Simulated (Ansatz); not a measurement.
# CH3BN: the cost of one run

Program: Ansatz 0.2.0. Level of theory: UKS CAM-B3LYP/6-31G*. These are calculated values, not measurements.

**1. The starting structure**

Bond lengths: B1–N2 1.332 Å, N2–C3 1.264 Å, B1–H4 1.212 Å, B1–H5 1.212 Å, C3–H6 1.172 Å. Angles: B1–N2–C3 174.3°, N2–B1–H4 121.0°, N2–B1–H5 121.0°, H4–B1–H5 118.0°, N2–C3–H6 109.4°.

Structure file:

```xyz
6

B    -0.7271    0.2209   -0.6011
N     0.3749   -0.0910    0.0789
C     1.4820   -0.3853    0.6138
H    -1.4575   -0.6425   -1.0372
H    -1.0144    1.3766   -0.8279
H     1.3422   -0.4787    1.7735
```

**2. Relaxing the start**

Input file input.yaml:

```yaml
crystal:
  periodic: [false, false, false]
  atoms:
    - { symbol: B, position_ang: [-0.72708, 0.22093, -0.60112] }
    - { symbol: "N", position_ang: [0.37485, -0.09098, 0.07892] }
    - { symbol: C, position_ang: [1.48195, -0.38527, 0.61383] }
    - { symbol: H, position_ang: [-1.45748, -0.64251, -1.03722] }
    - { symbol: H, position_ang: [-1.01444, 1.37658, -0.82795] }
    - { symbol: H, position_ang: [1.3422, -0.47874, 1.77354] }
total_charge: -1
magnetization:
  spin_polarized: true
basis:
  gaussian: { orbitals: "6-31G*" }
hamiltonian:
  xc: cam_b3lyp
relax:
  f_tol: 0.02
  max_steps: 40
```

Started as:

```console
$ ansatz run input.yaml --threads 1 --pin off --max-ram 2048MiB --backend cpu --events-out ev --progress --plain --runs-dir out
```

Q: Estimate wall time and peak memory on 1 thread of an Arm CPU, shared host.

About 12 s, with a peak of 0.15 GiB.
